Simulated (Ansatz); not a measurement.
BF2H (`FBF`), 4 atoms. Total charge 0; spin multiplicity 1. All runs use 2 threads of a server CPU on a shared host. Correlated methods freeze the cores. Open-shell runs search over several starts.

Question: Give the basis size and wall time and peak host memory of each of these runs in Ansatz. direct RPA on PBE orbitals/def2-TZVPP energy; UHF-MP2/def2-QZVPP energy of the cation; RHF-CCSD(T)/cc-pV(Q+d)Z energy; UHF-CCSD(T)/def2-TZVPP energy of the cation; RKS PBE0-D4/def2-QZVPP energy; UKS B3LYP-D4/def2-TZVPP energy of the cation; RHF-CCSD(T)/def2-TZVPP energy; UKS r2SCAN-D4/def2-TZVPP energy of the cation; UKS PBE0-D4/def2-TZVPP energy of the cation; RKS PBE0-D4/def2-TZVP relaxation (6 steps); RKS ωB97M-V/def2-SVP energy; RKS PBE0-D4/def2-SVP energy. (Estimate.)

Answer: The calculation gave: Other jobs shared the machine, so times are rough.

```csv
level,job,functions,wall time,peak host memory (GiB)
RKS PBE0-D4/def2-SVP,energy,47,0.3 s,0.08
direct RPA on PBE orbitals/def2-TZVPP,energy,107,1.1 s,0.13
RKS ωB97M-V/def2-SVP,energy,47,1.4 s,0.11
RKS PBE0-D4/def2-QZVPP,energy,201,1.5 s,0.28
UKS B3LYP-D4/def2-TZVPP,energy of the cation,107,1.8 s,0.15
UKS PBE0-D4/def2-TZVPP,energy of the cation,107,1.9 s,0.15
UKS r2SCAN-D4/def2-TZVPP,energy of the cation,107,3.5 s,0.17
RHF-CCSD(T)/def2-TZVPP,energy,107,4.1 s,0.42
RKS PBE0-D4/def2-TZVP,relaxation (6 steps),99,5.5 s,0.13
UHF-MP2/def2-QZVPP,energy of the cation,201,14 s,0.43
UHF-CCSD(T)/def2-TZVPP,energy of the cation,107,20 s,0.86
RHF-CCSD(T)/cc-pV(Q+d)Z,energy,195,40 s,2.4
```

B3LYP here is the variant with VWN-RPA as its local correlation; programs differ in this.
